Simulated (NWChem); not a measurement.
# Correlation energy of C (-1)

```xyz
1

C      0.0000     0.0000     0.0000
```
Charge -1, spin multiplicity 4.

The numbers come from NWChem runs, not from measurements.

Basis set: def2-TZVPD. Each correlation energy counts from its own Hartree-Fock reference.

The correlated methods keep 1 core orbital frozen. The stability of the SCF solutions was not checked. Open-shell Hartree-Fock references start from PBE0 orbitals. Coupled-cluster values serve here as a point of comparison, not as the truth.

Question: For the correlation energy, UMP2 gives -92.8 mHa and SCS-UMP2 gives -85.9 mHa. What do CCSD on UHF, CCSD[T] on UHF, CCSD(T) on UHF give?

Answer: CCSD on UHF: -109.0 mHa; CCSD[T] on UHF: -112.9 mHa; CCSD(T) on UHF: -112.9 mHa.
